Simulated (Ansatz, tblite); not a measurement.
**MnF3: charged states by level of theory**

The task here is to estimate one member of a computed series from the others.

Computed with Ansatz 0.2.0, Gaussian basis. Level: as each input shows.

Plan: charge +1 quartet, at the geometry of the quintet (PBE0-D4/def2-TZVP, PBE-D4/def2-TZVP, r2SCAN-D4/def2-TZVP, B3LYP-D4/def2-TZVP, BHLYP-D4/def2-TZVP, r2SCANh-D4/def2-TZVP, r2SCAN0-D4/def2-TZVP, LDA/def2-TZVP, CCSD(T)/def2-TZVPP); charge +1 quartet, relaxed (PBE0-D4/def2-TZVP, PBE-D4/def2-TZVP); charge -1 sextet, at the geometry of the quintet (PBE0-D4/def2-TZVPD, PBE-D4/def2-TZVPD, r2SCAN-D4/def2-TZVPD); the starting quintet's energies come from earlier runs.

1 further run of the same task is left out (it didn't finish).

**The relaxed structure**

The geometry is that of the quintet, from an earlier relaxation (r2SCAN-D4/def2-TZVP).

4 atoms, charge 0, spin multiplicity 5.

Atoms are counted from 1 here; the program's logs count them from 0.

Bond lengths: Mn1–F2 1.722 Å, Mn1–F3 1.747 Å, Mn1–F4 1.747 Å. Angles: F2–Mn1–F3 105.6°, F2–Mn1–F4 105.7°, F3–Mn1–F4 148.7°.

Formally the metal is d4. No spin-orbit coupling is included.

Set-up of the first run:

in.yaml

```yaml
crystal:
  periodic: [false, false, false]
  atoms:
    - {symbol: Mn, position_ang: [-0.194780, 0.003047, -0.000946]}
    - {symbol: F, position_ang: [1.526731, -0.024159, 0.007301]}
    - {symbol: F, position_ang: [-0.639085, 1.692443, -0.014335]}
    - {symbol: F, position_ang: [-0.692866, -1.671331, 0.007971]}
basis:
  gaussian: {orbitals: def2-SVP}
total_charge: 1
magnetization: {spin_polarized: true, initial_magnetization: 3}
hamiltonian: {xc: pbe0, dispersion: d4}
output: {orbitals: {seedname: orbitals}}
```

Launch:

```console
ansatz run in.yaml --threads 2 --pin off --events-out ev --progress --plain --max-ram 4352MiB
```

Steps of the session up to this table: Charge +1 quartet at the fixed geometry, first pass, PBE0-D4/def2-SVP; Charge +1 quartet at the fixed geometry, PBE0-D4/def2-TZVP; Charge +1 quartet at the fixed geometry, PBE-D4/def2-TZVP; Charge +1 quartet at the fixed geometry, r2SCAN-D4/def2-TZVP; Charge +1 quartet at the fixed geometry, B3LYP-D4/def2-TZVP; Charge +1 quartet at the fixed geometry, BHLYP-D4/def2-TZVP; Charge +1 quartet at the fixed geometry, r2SCANh-D4/def2-TZVP; Charge +1 quartet at the fixed geometry, r2SCAN0-D4/def2-TZVP; Charge +1 quartet at the fixed geometry, LDA/def2-TZVP; Charge +1 quartet at the fixed geometry, CCSD(T)/def2-TZVPP.

One table of the session follows, with a row left open; its other results are not shown here.

It belongs to the step «Vertical ionisation energy». Beside −ε(HOMO) of the starting state (over both spins):

| level | −ε(HOMO) (eV) | by difference (eV) | mismatch (eV) |
| --- | --- | --- | --- |
| LDA/def2-TZVP | 7.16 | 11.47 | -4.31 |
| PBE-D4/def2-TZVP | ? | ? | ? |
| r2SCAN-D4/def2-TZVP | 7.89 | 11.91 | -4.02 |
| r2SCANh-D4/def2-TZVP | 8.95 | 12.38 | -3.43 |
| B3LYP-D4/def2-TZVP | 9.48 | 12.47 | -2.99 |
| PBE0-D4/def2-TZVP | 9.91 | 12.62 | -2.71 |

Estimate the missing values for PBE-D4/def2-TZVP.

**Answer.** −ε(HOMO) (eV): 7.02; by difference (eV): 11.25; mismatch (eV): -4.23. In the column «−ε(HOMO) (eV)» it is the lowest.

Limits of these values: Doubts: large T1 diagnostic, spin contamination. CCSD(T)/def2-TZVPP is no safe reference here (large T1 diagnostic, spin contamination). The anion's highest level is positive in at least one run, so there the basis alone may hold the extra electron.
